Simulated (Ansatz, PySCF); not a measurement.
Bond stretch in CH, doublet.

- UCCSDT = CCSDT on UHF/aug-cc-pVDZ, frozen core (Ansatz, an electronic-structure program)
- FCI = full CI/aug-cc-pVDZ, frozen core in Ansatz
- UKS-PBE = unrestricted PBE/aug-cc-pVDZ run with Ansatz
- UKS-LDA (SVWN5)/6-31G* = unrestricted LDA (SVWN5)/6-31G*, spherical d (PySCF 2.14.0)
- UCCSDT(Q) = CCSDT(Q) on UHF/aug-cc-pVDZ, frozen core run with Ansatz

Energies are in kJ/mol, each relative to the lowest point of its own curve near equilibrium.

| R / Å | UCCSDT | FCI | UKS-PBE | UKS-LDA (SVWN5)/6-31G* | UCCSDT(Q) |
|---|---|---|---|---|---|
| 0.89 | 140.2 | 140.2 | 140.7 | 142.5 | 140.2 |
| 0.95 | 70.6 | 70.6 | 72.0 | 73.8 | 70.6 |
| 1.01 | 28.9 | 28.9 | 30.4 | 31.9 | 29.0 |
| 1.04 | 16.0 | 16.0 | 17.3 | 18.6 | 16.0 |
| 1.09 | 3.5 | 3.5 | 4.3 | 5.1 | 3.5 |
| 1.13 | 0.0 | 0.0 | 0.2 | 0.5 | 0.0 |
| 1.16 | 0.3 | 0.3 | 0.0 | 0.0 | 0.3 |
| 1.21 | 5.4 | 5.3 | 4.0 | 3.5 | 5.3 |
| 1.24 | 10.5 | 10.5 | 8.5 | 7.7 | 10.5 |
| 1.29 | 21.7 | 21.7 | 18.6 | 17.4 | 21.7 |
| 1.38 | 47.4 | 47.4 | 42.9 | 40.9 | 47.4 |
| 1.53 | 97.2 | 97.1 | 92.0 | 88.5 | 97.1 |
| 1.69 | 149.9 | 149.7 | 147.4 | 142.5 | 149.7 |
| 1.89 | 206.7 | 206.4 | 212.6 | 206.7 | 206.3 |
| 2.03 | 238.4 | 238.0 | 252.2 | 246.8 | 237.9 |
| 2.24 | 273.3 | 272.8 | 294.9 | 294.8 | 272.7 |
| 2.51 | 299.7 | 299.1 | 323.7 | 333.3 | 299.1 |
| 2.79 | 312.9 | 312.4 | 336.9 | 354.9 | 312.5 |
| 3.06 | 318.8 | 318.3 | 342.5 | 366.2 | 318.5 |
| 3.36 | 321.6 | 321.3 | 345.4 | 372.9 | 321.5 |
| 3.96 | 323.1 | 323.3 | 347.2 | 377.8 | 323.3 |
| 4.57 | 323.4 | 323.7 | 347.6 | 378.9 | 323.6 |

At the longest distance, 4.57 Å, UKS-LDA (SVWN5)/6-31G* lies highest above its minimum (378.9 kJ/mol) and UCCSDT lowest (323.4 kJ/mol).

The unrestricted determinant behind UCCSDT, UCCSDT(Q) is spin-contaminated at 0.89 to 4.57 Å (<S²> up to 1.8, against 0.75 for a pure doublet). The unrestricted determinant behind UKS-PBE is spin-contaminated at 0.89 to 1.09, 2.03 to 4.57 Å (<S²> up to 1.8, against 0.75 for a pure doublet). The unrestricted determinant behind UKS-LDA (SVWN5)/6-31G* is spin-contaminated at 2.24 to 4.57 Å (<S²> up to 1.8, against 0.75 for a pure doublet).
